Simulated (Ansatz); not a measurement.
The input, for Ansatz 0.2.0:

```yaml
crystal:
  periodic: [false, false, false]
  atoms:
    - {symbol: Si, position_ang: [0.000000, 0.000000, 5.039830]}
    - {symbol: Al, position_ang: [0.000000, 0.000000, -0.606945]}
    - {symbol: H, position_ang: [0.000000, 0.000000, -4.432885]}
basis:
  gaussian: {orbitals: 6-31G}
correlation: {method: fic_mrcisd_q, electrons: outside_noble_gas, active_space: {window: {electrons: 8, orbitals: 9}, shells: [{species: Al, l: s, shell: 3}, {species: Al, l: p, shell: 3}, {species: H, l: s, shell: 1}, {species: Si, l: s, shell: 3}, {species: Si, l: p, shell: 3}]}}
```

```sh
$ ansatz run in.yaml --threads 1 --pin off --events-out ev --progress --plain --max-ram 2393MiB
```

The program prints:

```
527 factors; integrals over basis functions are off by at most 4.5e-8 eV
mean field evaluation 1: about -14448.8929 eV, gradient 1.1e1 eV
mean field evaluation 2: about -14448.8930 eV, gradient 1.1e1 eV
mean field evaluation 4: about -14450.7440 eV, gradient 1.2e0 eV
mean field evaluation 8: about -14450.7598 eV, gradient 2.1e-3 eV
mean field evaluation 16: about -14450.6541 eV, gradient 2.2e0 eV
mean field evaluation 32: about -14450.7134 eV, gradient 5.8e-5 eV
mean field evaluation 64: about -14450.7175 eV, gradient 1.9e-1 eV
mean field evaluation 96: about -14449.7770 eV, gradient 6.0e0 eV
mean field evaluation 128: about -14448.5292 eV, gradient 1.1e0 eV
mean field evaluation 160: about -14450.7598 eV, gradient 8.9e-4 eV
mean field -14450.75978931 eV, -531.0556271803 hartree, gradient 9.8e-6 eV, S^2 0.000000; 11 other end points of the search recorded, 0 dependent functions left out; unrestricted orbitals would lower it
reference -14450.75978931 eV, -531.0556271803 hartree; 14, 14 occupied and 14, 14 virtual orbitals, 527 factors
state -14455.18748904 eV, -531.2183421444 hartree
contracted CI cycle   1: correlation 0.00000000 eV, 0.0000000000 hartree, residual 3.40e0 eV
contracted CI cycle   2: correlation -0.42071609 eV, -0.0154610311 hartree, residual 5.81e-1 eV
contracted CI cycle   3: correlation -0.43434296 eV, -0.0159618093 hartree, residual 1.09e-1 eV
contracted CI cycle   4: correlation -0.43476187 eV, -0.0159772040 hartree, residual 3.18e-2 eV
contracted CI cycle   5: correlation -0.43479366 eV, -0.0159783722 hartree, residual 7.16e-3 eV
contracted CI cycle   6: correlation -0.43479556 eV, -0.0159784421 hartree, residual 1.72e-3 eV
contracted CI cycle   7: correlation -0.43479567 eV, -0.0159784461 hartree, residual 5.38e-4 eV
state -14455.18748904 eV, -531.2183421444 hartree; corrected -14455.62986514 eV, -531.2345991661 hartree
Total energy: -14455.62986514 eV, -531.2345991661 hartree
Checks for a lower state left out: starts, orbital_swaps
```

Ran on 1 thread of Arm Neoverse V1, shared host: 6.5 s wall, 0.32 GiB peak host memory.
